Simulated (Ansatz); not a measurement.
A run on C$_{2}$H$_{4}$F$_{2}$O$_{2}$, SMILES `OC(F)OCF` with other settings.

```yaml
crystal:
  periodic: [false, false, false]
  atoms:
    - {symbol: O, position_ang: [-0.162128, -1.760826, -0.339765]}
    - {symbol: C, position_ang: [-0.388572, -0.755314, 0.652948]}
    - {symbol: F, position_ang: [-0.178943, -1.279032, 1.959106]}
    - {symbol: O, position_ang: [0.556082, 0.359875, 0.556741]}
    - {symbol: C, position_ang: [0.339679, 1.234938, -0.575675]}
    - {symbol: F, position_ang: [-0.805579, 2.083636, -0.346683]}
    - {symbol: H, position_ang: [0.797842, -2.075730, -0.254695]}
    - {symbol: H, position_ang: [-1.477354, -0.407365, 0.557384]}
    - {symbol: H, position_ang: [0.139029, 0.646076, -1.542328]}
    - {symbol: H, position_ang: [1.266989, 1.899877, -0.663884]}
basis:
  gaussian: {orbitals: 6-31G}
hamiltonian: {xc: {name: r2SCAN50}}
output: {forces: true}
```

```sh
$ ansatz run in.yaml --threads 4 --pin off --events-out ev --progress --plain --max-ram 10444MiB
```

Output, abridged:

```
Functional definition: r2SCAN50
682 factors; integrals over basis functions are off by at most 2.4e-4 eV
mean field evaluation 1: about -11649.5764 eV, gradient 4.7e1 eV
mean field evaluation 2: about -11649.4561 eV, gradient 5.0e1 eV
mean field evaluation 4: about -11653.6636 eV, gradient 5.8e-1 eV
mean field evaluation 8: about -11653.6569 eV, gradient 7.3e-3 eV
mean field -11653.65692610 eV, -428.2639929017 hartree, gradient 7.0e-5 eV, S^2 0.000000; 0 other end points of the search recorded, 0 dependent functions left out
reference -11653.65692906 eV, -428.2639930105 hartree; 25, 25 occupied and 37, 37 virtual orbitals, 682 factors
Total energy: -11653.65692906 eV, -428.2639930105 hartree
Atom 0 at    -0.162128    -1.760826    -0.339765 Å, force     1.941666     1.188344     1.849948 eV/Å
Atom 1 at    -0.388572    -0.755314     0.652948 Å, force    -0.835501     0.245629    -0.138698 eV/Å
Atom 2 at    -0.178943    -1.279032     1.959106 Å, force    -0.093682     0.653247    -1.725825 eV/Å
Atom 3 at     0.556082     0.359875     0.556741 Å, force    -1.455119    -0.567996    -1.375405 eV/Å
Atom 4 at     0.339679     1.234938    -0.575675 Å, force     0.558598     0.023897    -0.504689 eV/Å
Atom 5 at    -0.805579     2.083636    -0.346683 Å, force     1.222498    -1.069433    -0.173848 eV/Å
Atom 6 at     0.797842    -2.075730    -0.254695 Å, force    -1.964215     0.473047    -0.257997 eV/Å
Atom 7 at    -1.477354    -0.407365     0.557384 Å, force     2.130949    -0.681724     0.155665 eV/Å
Atom 8 at     0.139029     0.646076    -1.542328 Å, force     0.261385     1.002261     1.833214 eV/Å
Atom 9 at     1.266989     1.899877    -0.663884 Å, force    -1.766579    -1.267271     0.337634 eV/Å
Dipole moment:     0.367251    -0.074787    -0.529838 e Å
```

It took 1.3 s on 4 threads of an Arm Neoverse V2 on a shared host, with 0.49 GiB of host memory at the peak.
